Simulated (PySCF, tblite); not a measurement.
Compound: C4H3OS (charge -1).
Bonds: S1–C2, C2–C3 (aromatic), C3–C4 (aromatic), C4–C5 (aromatic), C5–O6 (aromatic), C2–O6 (aromatic). Hydrogens: H7 on C3; H8 on C4; H9 on C5.
Bond orders are those of one Lewis drawing.

Computed with GFN2-xTB (tblite), gas phase: Langevin dynamics at 300 K from the optimised GFN2-xTB geometry, time step 0.5 fs, friction 0.01 fs⁻¹, 2000 steps. Over the second half of the run the saved frames average 271 K.

Frame at 250 fs, instantaneous temperature 316 K:
```
atom  x, y, z in Å
S1      2.742   -0.927    0.641
C2      1.196   -0.625    0.059
C3      0.536    0.591   -0.254
C4     -0.800    0.280   -0.406
C5     -0.949   -1.057   -0.203
O6      0.282   -1.631   -0.017
H7      0.847    1.684   -0.179
H8     -1.705    0.844   -0.490
H9     -1.801   -1.680   -0.065
```

Frame at 425 fs, instantaneous temperature 547 K:
```
atom  x, y, z in Å
S1      2.807   -1.294    0.372
C2      1.176   -0.807    0.131
C3      0.710    0.244   -0.600
C4     -0.674    0.090   -0.656
C5     -1.001   -0.989    0.095
O6      0.177   -1.530    0.578
H7      1.367    0.918   -1.116
H8     -1.317    0.641   -1.210
H9     -1.931   -1.505    0.219
```

Frame at 625 fs, instantaneous temperature 274 K:
```
atom  x, y, z in Å
S1      2.504   -1.298    0.454
C2      0.985   -0.731    0.131
C3      0.427    0.249   -0.666
C4     -0.929    0.290   -0.360
C5     -1.186   -0.638    0.643
O6     -0.019   -1.224    0.904
H7      0.876    0.808   -1.458
H8     -1.616    1.002   -0.671
H9     -2.048   -0.753    1.238
```

Frame at 800 fs, instantaneous temperature 287 K:
```
atom  x, y, z in Å
S1      2.319   -0.881    0.299
C2      0.706   -0.423    0.235
C3      0.085    0.614   -0.410
C4     -1.195    0.803    0.149
C5     -1.349   -0.257    1.051
O6     -0.267   -1.034    0.982
H7      0.602    1.342   -1.071
H8     -1.964    1.542   -0.129
H9     -2.313   -0.553    1.431
```

Frame at 1000 fs, instantaneous temperature 164 K:
```
atom  x, y, z in Å
S1      2.131   -0.424    0.430
C2      0.448   -0.050    0.339
C3     -0.170    1.000   -0.328
C4     -1.575    0.832   -0.091
C5     -1.698   -0.289    0.612
O6     -0.503   -0.834    1.001
H7      0.297    1.694   -0.978
H8     -2.447    1.361   -0.626
H9     -2.515   -0.959    0.820
```

Q: What do single points at PBE0/pcSseg-1 (PySCF, gas phase) give on these frames?

A: 
```json
{"t (fs)": "250", "GFN2-xTB E above start (eV)": "0.36", "DFT E above lowest frame (eV)": "0.08", "HOMO (eV)": "0.11", "LUMO (eV)": "5.15"}
{"t (fs)": "425", "GFN2-xTB E above start (eV)": "0.25", "DFT E above lowest frame (eV)": "0.01", "HOMO (eV)": "0.09", "LUMO (eV)": "5.23"}
{"t (fs)": "625", "GFN2-xTB E above start (eV)": "0.27", "DFT E above lowest frame (eV)": "0.03", "HOMO (eV)": "0.14", "LUMO (eV)": "5.27"}
{"t (fs)": "800", "GFN2-xTB E above start (eV)": "0.36", "DFT E above lowest frame (eV)": "0.04", "HOMO (eV)": "0.06", "LUMO (eV)": "5.05"}
{"t (fs)": "1000", "GFN2-xTB E above start (eV)": "0.32", "DFT E above lowest frame (eV)": "0.00", "HOMO (eV)": "0.06", "LUMO (eV)": "5.09"}
```

The two levels order the frames alike by energy but for pairs within 0.08 eV at one level; measured from each level's lowest frame they differ by 0.07 eV at most. The HOMO–LUMO gap runs from 4.99 to 5.14 eV. These are instantaneous structures, not minima. An orbital of positive energy is held in place by the finite basis.

Q: And the isotropic GIAO shieldings (ppm) from the same runs?

A: 
```json
{"atom": "S1", "250 fs": "542.7", "425 fs": "562.7", "625 fs": "598.9", "800 fs": "574.0", "1000 fs": "532.8", "mean": "562.2", "range": "66.1"}
{"atom": "C2", "250 fs": "-3.3", "425 fs": "3.6", "625 fs": "7.0", "800 fs": "4.4", "1000 fs": "-10.2", "mean": "0.3", "range": "17.2"}
{"atom": "C3", "250 fs": "82.0", "425 fs": "83.6", "625 fs": "87.0", "800 fs": "77.3", "1000 fs": "81.9", "mean": "82.4", "range": "9.7"}
{"atom": "C4", "250 fs": "68.8", "425 fs": "71.8", "625 fs": "65.9", "800 fs": "58.5", "1000 fs": "71.6", "mean": "67.3", "range": "13.3"}
{"atom": "C5", "250 fs": "52.6", "425 fs": "56.8", "625 fs": "58.6", "800 fs": "57.2", "1000 fs": "52.9", "mean": "55.6", "range": "6.0"}
{"atom": "O6", "250 fs": "12.5", "425 fs": "33.0", "625 fs": "11.6", "800 fs": "24.7", "1000 fs": "11.9", "mean": "18.7", "range": "21.4"}
{"atom": "H7", "250 fs": "25.5", "425 fs": "26.3", "625 fs": "26.8", "800 fs": "26.0", "1000 fs": "26.3", "mean": "26.2", "range": "1.3"}
{"atom": "H8", "250 fs": "25.9", "425 fs": "26.9", "625 fs": "26.3", "800 fs": "25.0", "1000 fs": "25.0", "mean": "25.8", "range": "1.9"}
{"atom": "H9", "250 fs": "25.0", "425 fs": "24.9", "625 fs": "24.9", "800 fs": "24.7", "1000 fs": "25.3", "mean": "25.0", "range": "0.6"}
```

The cost below is that of the whole dynamics run. On an Arm Neoverse V2 with one thread, shared host with 192 logical CPUs at a one-minute load of 89, this took 6.3 s wall and 0.18 GiB of memory at its peak.
